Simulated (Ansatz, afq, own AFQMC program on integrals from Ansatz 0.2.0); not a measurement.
AFQMC on a folder of integrals that Ansatz 0.2.0 wrote.

```yaml
crystal:
  periodic: [false, false, false]
  atoms:
    - {symbol: Al, position_ang: [0.000000, 0.063543, 0.000000]}
    - {symbol: H, position_ang: [0.000000, 0.251514, -1.724933]}
    - {symbol: H, position_ang: [0.000000, 0.251522, 1.724932]}
    - {symbol: H, position_ang: [0.000000, -2.204016, 0.000005]}
basis:
  gaussian: {orbitals: cc-pVDZ}
total_charge: 1
magnetization: {spin_polarized: true, initial_magnetization: 1}
correlation: {method: ccsd_t, electrons: outside_noble_gas, hamiltonian_folder: ham}
```

```sh
$ ansatz run in.yaml --threads 1 --pin off --events-out ev --progress --plain --max-ram 24576MiB --backend cuda --devices 0, --max-vram 18GiB
```

Options of the walk:

```
--method phaseless --trial cisd --walkers 4000 --populations 20 --least-time 60 --time-step 0.005 --steps-per-block 50 --equilibration-blocks 28 --max-blocks 4000 --target-error 0.00014 --factor-cut 1e-05 --start spin_pure --seed 975 --release-times 0.24,0.51,0.99,1.62,2.4 --release-step 0.03 --release-every 3 --taylor-order 6
```

Times are imaginary, in 1/Eh. The walk had a cap of 122 s. With eight or more populations the least sampling time is a fifth of least-time, and the error comes from their spread.

afq prints:

```
orbitals 28  electrons 3 2  factors 195 of 308
reference energy -243.26514349 Eh
CCSD correlation -0.07342747 Eh in 12 cycles, weight of the determinant in the CISD state 0.9367
energy of the start -243.338562 Eh
 block  time / (1/Eh)  mean weight  energy / Eh
     1     0.250  0.9999  -243.338312
     2     0.500  1.0000  -243.338374
     3     0.750  0.9998  -243.338501
     4     1.000  1.0000  -243.338726
     5     1.250  1.0000  -243.338913
    10     2.500  1.0000  -243.339487
    15     3.750  0.9999  -243.339994
    20     5.000  1.0001  -243.339846
    25     6.250  0.9999  -243.339762
    30     7.500  1.0000  -243.339817
    35     8.750  1.0002  -243.339955
    40    10.000  0.9999  -243.340048
    45    11.250  0.9999  -243.339808
    50    12.500  0.9999  -243.340012
    55    13.750  1.0000  -243.340034
    59    14.750  1.0000  -243.339687
    60    15.000  1.0000  -243.339747
    65    16.250  1.0001  -243.340140
    68    17.000  0.9999  -243.340258
    70    17.500  1.0001  -243.339953
    75    18.750  0.9999  -243.339818
    78    19.500  1.0000  -243.339991
error from the spread of 20 populations
released: time / (1/Eh)  energy / Eh  error  mean overlap
  0.24  -243.339972  0.000038  0.9987
  0.51  -243.339988  0.000033  0.9984
  0.99  -243.340016  0.000025  0.9997
  1.62  -243.340053  0.000022  1.0001
  2.40  -243.340089  0.000022  0.9955
energy -243.339925 +/- 0.000042 Eh
(rows thinned)
```

The run passed its tests (sampling time, drift between the halves within three errors, error under three times the target), which doesn't prove that it has relaxed.

Against this walk (error 1.1 meV) on the same determinant: CCSD(T) 9.4 meV higher, CCSDT(Q) 4.1 meV lower, CCSDTQ 4.5 meV lower, full CI 4.5 meV lower. The error is statistical and leaves out the bias of the constraint. Released to 2.40 1/Eh the energy lies 4.5 ± 1.3 meV (both errors) below the phaseless value, which shows part or all of the bias of the constraint, and full CI lies 0.0 meV below the released value.

Cautions: constraint bias not in the error.

The walk took 25 s on 1 × NVIDIA H100 80GB HBM3 with 2 threads of AMD EPYC 7R13 Processor (Zen 3), with other jobs on the host (the card was shared). The log's last line is the phaseless energy.

CCSDT and higher add their correlation energy to the determinant of the CCSD(T) run, since their own runs factorise the integrals more tightly (a shift of under 2 meV). A walk keeps the symmetry of its determinant, which the program's search chose and which needn't be the lowest solution, so a lower state of the same spin and another symmetry isn't excluded.
